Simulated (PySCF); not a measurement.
# LiMg and its ions

PBE0; PySCF, no relativity, basis sets Li cc-pVDZ, Mg cc-pVDZ. Neutral (UKS): doublet (σ ↑), Re = 3.087 Å, ωe = 201 cm⁻¹, De = 0.28 eV, HOMO -3.56 eV, LUMO -1.56 eV.

LiMg⁺ (UKS): singlet (closed shell), Re = 2.902 Å, ωe = 266 cm⁻¹, De = 0.88 eV to Li⁺ + Mg. The energies at the minima are -207.43744 hartree for LiMg and -207.25494 for LiMg⁺.

Work out the adiabatic ionisation energy, without and with harmonic zero-point energies (1 hartree = 27.2114 eV, 1 eV = 8065.5 cm⁻¹), and the change of the bond length.

At PBE0: 0.18250 hartree = 4.966 eV between the minima; the zero-point term (266.0 − 201.0)/2 cm⁻¹ = +0.004 eV makes it 4.970 eV. Re changes by -18.5 pm against the neutral. The electron leaves a σ orbital, and the shorter bond of the ion fits an antibonding orbital, or a change in how ionic the bond is.

Closed-shell solutions of metal pairs were not tested for spin polarisation, which can lower them a little. Weak bonds: LiMg. Basis-set superposition, not corrected here, can be much of De in a small basis, most of all at correlated wavefunction levels. For an ion De counts to the pair picked by the measured ionisation energies or electron affinities, which need not be the lowest pair at this level. States were picked by a PBE0 search and need not be the measured ground states.
